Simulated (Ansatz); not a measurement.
Heating and cooling a random packing of Cu$_{3}$Au$_{13}$

A packing of 16 atoms, thrown in at random and pushed apart as soft spheres with like charges further apart (13 Au, 3 Cu) went through Langevin stages in a fixed cell of 18.07 Å³/atom, at one k point, without spin and with a Fermi–Dirac width of kT (0.05 eV at least). Computed with Ansatz, DFT PBE, scalar-relativistic, plane waves, PAW.

```csv
thermostat (K),duration (fs),friction (1/fs),cutoff (eV),mean T (K),mean P (GPa),mean square displacement (Å²)
1940,72,0.030,320,1875,6.4,0.06
1940,378,0.030,420,1903,9.6,0.11
1400,300,0.030,420,1464,4.7,0.19
780,288,0.030,420,904,1.8,0.09
300,363,0.030,420,323,-1.7,0.06
```

Means run over the second half of a stage; pressure includes the kinetic part; displacements count from the stage's start, the atoms' common shift taken off. In so short a run the atoms moved about a bond length or less in the hot stages, so this is an annealed packing, not a quenched equilibrium liquid.

Cell and atoms were then relaxed on coarser meshes and computed once more: Cutoff 420 eV; k points 5×5×5 on the computed 16-atom cell (Γ-centred); Gaussian smearing, width 0.10 eV; no spin polarisation.

**Question.** What structure is left?

**Answer.** One draw of many: 16.92 Å³/atom with no gap on the mesh, 0.01 eV/atom above the elements' standard states (static lattices, no corrections for gases) (a packing that fell into a crystal (C2 at 0.1 Å)).

Counting as bonded all pairs within 1.3 times the summed covalent radii:

| atom → neighbour | mean count | mean length (Å) | spread (Å) |
| --- | --- | --- | --- |
| Au → Au | 9.54 | 2.90 | 0.06 |
| Au → Cu | 2.46 | 2.85 | 0.06 |
| Cu → Au | 10.67 | 2.85 | 0.06 |
| Cu → Cu | 1.33 | 2.93 | 0.00 |

Angles between all pairs of such bonds at an atom (mean ± spread): 97 ± 34° at Au, 97 ± 34° at Cu.

```yaml
crystal:
  lattice:
    - [6.86951, 0.20102, -0.01759]
    - [0.19904, 6.86694, 0.02543]
    - [-0.02812, 0.02235, 5.74228]
  atoms:
    - { symbol: Au, position: [0.25767, 0.41011, 0.55247] }
    - { symbol: Au, position: [0.23751, 0.43032, 0.04195] }
    - { symbol: Au, position: [0.74412, 0.90512, 0.04552] }
    - { symbol: Au, position: [0.90062, 0.56911, 0.29648] }
    - { symbol: Au, position: [0.98709, 0.15983, 0.29755] }
    - { symbol: Au, position: [0.15093, 0.81399, 0.55866] }
    - { symbol: Au, position: [0.39667, 0.05799, 0.80440] }
    - { symbol: Au, position: [0.64135, 0.32362, 0.03664] }
    - { symbol: Au, position: [0.73242, 0.91678, 0.54933] }
    - { symbol: Au, position: [0.88506, 0.56921, 0.79057] }
    - { symbol: Au, position: [0.98853, 0.16115, 0.79754] }
    - { symbol: Au, position: [0.39624, 0.07286, 0.29844] }
    - { symbol: Au, position: [0.48942, 0.66194, 0.29740] }
    - { symbol: Cu, position: [0.64985, 0.32116, 0.54217] }
    - { symbol: Cu, position: [0.48849, 0.66141, 0.79745] }
    - { symbol: Cu, position: [0.14861, 0.82254, 0.05240] }
```

The final mesh leaves forces up to 0.09 eV/Å and stresses up to 1.1 GPa: the relaxation ran on a coarser mesh, so the cell's shape, its bonds and its energy belong partly to that mesh.

Spin-orbit coupling is left out, which matters for the bands of heavy elements.

Cost: 6 runs of about 53 core-minutes in all (earlier runs that led there not counted), on Arm Neoverse V2 (shared hosts).